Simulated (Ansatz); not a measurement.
Geometry optimisation, Ansatz, RKS B3LYP/STO-3G.

Input:

```yaml
crystal:
  periodic: [false, false, false]
  atoms:
    - { symbol: C, position_ang: [0.034, -1.797, -0.5843] }
    - { symbol: "N", position_ang: [-0.2089, -0.9439, 0.3822] }
    - { symbol: C, position_ang: [-0.70337, -1.58697, 1.57132] }
    - { symbol: "N", position_ang: [-1.13783, -0.59899, 2.50021] }
    - { symbol: O, position_ang: [0.08985, -2.5152, 2.19956] }
    - { symbol: F, position_ang: [-1.88381, -2.23679, 1.27476] }
    - { symbol: H, position_ang: [-0.1935, -2.8236, -0.4576] }
    - { symbol: H, position_ang: [0.3909, -1.4288, -1.5991] }
    - { symbol: H, position_ang: [-0.24781, 0.03302, 2.57868] }
    - { symbol: H, position_ang: [-1.75251, 0.02791, 2.02688] }
    - { symbol: H, position_ang: [-0.38242, -2.5604, 3.05748] }
basis:
  gaussian: { orbitals: STO-3G }
hamiltonian:
  xc: b3lyp
relax:
  f_tol: 0.015
  max_steps: 40
```

Run as:

```bash
$ ansatz run input.yaml --threads 1 --pin off --max-ram 2048MiB --backend cpu --events-out ev --progress --plain --runs-dir out
```

Question: Where does it end, and by what steps?

Answer: The forces met the threshold. Limits of this set-up: minimal basis. After 28 steps the energy has fallen by 1.299 eV; H7 moved furthest, 0.82 Å.

| step | energy less start (eV) | largest force component (eV/Å) | accepted |
| --- | --- | --- | --- |
| 0 | 0.0000 | 4.829 | yes |
| 1 | -1.0447 | 1.681 | yes |
| 2 | -0.9999 | 2.655 | no |
| 3 | -1.1943 | 1.037 | yes |
| 4 | -1.2321 | 0.620 | yes |
| 5 | -1.2434 | 0.201 | yes |
| 6 | -1.2471 | 0.118 | yes |
| 7 | -1.2490 | 0.113 | yes |
| 8 | -1.2508 | 0.059 | yes |
| 9 | -1.2528 | 0.145 | yes |
| 10 | -1.2571 | 0.048 | yes |
| 11 | -1.2561 | 0.611 | no |
| 12 | -1.2624 | 0.108 | yes |
| 13 | -1.2656 | 0.235 | yes |
| 14 | -1.2287 | 0.910 | no |
| 15 | -1.2693 | 0.188 | yes |
| 16 | -1.2765 | 0.206 | yes |
| 17 | -1.2840 | 0.203 | yes |
| 18 | -1.2844 | 0.566 | yes |
| 19 | -1.2912 | 0.213 | yes |
| 20 | -1.2936 | 0.236 | yes |
| 21 | -1.2964 | 0.106 | yes |
| 22 | -1.2923 | 0.421 | no |
| 23 | -1.2968 | 0.149 | yes |
| 24 | -1.2986 | 0.115 | yes |
| 25 | -1.2988 | 0.118 | yes |
| 26 | -1.2992 | 0.040 | yes |
| 27 | -1.2993 | 0.021 | yes |
| 28 | -1.2994 | 0.013 | yes |

```xyz
11
Properties=species:S:1:pos:R:3
C -0.029 -1.733 -0.662
N 0.273 -1.190 0.491
C -0.662 -1.713 1.640
N -1.137 -0.546 2.504
O 0.172 -2.590 2.442
F -1.790 -2.388 1.152
H -0.848 -2.468 -0.809
H 0.554 -1.444 -1.554
H -0.363 0.173 2.408
H -1.940 -0.109 1.963
H -0.226 -2.423 3.374
```

Whether the end is a true minimum wasn't checked by a vibrational analysis.

Time of the run: 83 s on 1 thread of AMD EPYC 7R43 64-Core Processor (Zen 3), with other jobs on the host, peak memory 0.16 GiB.
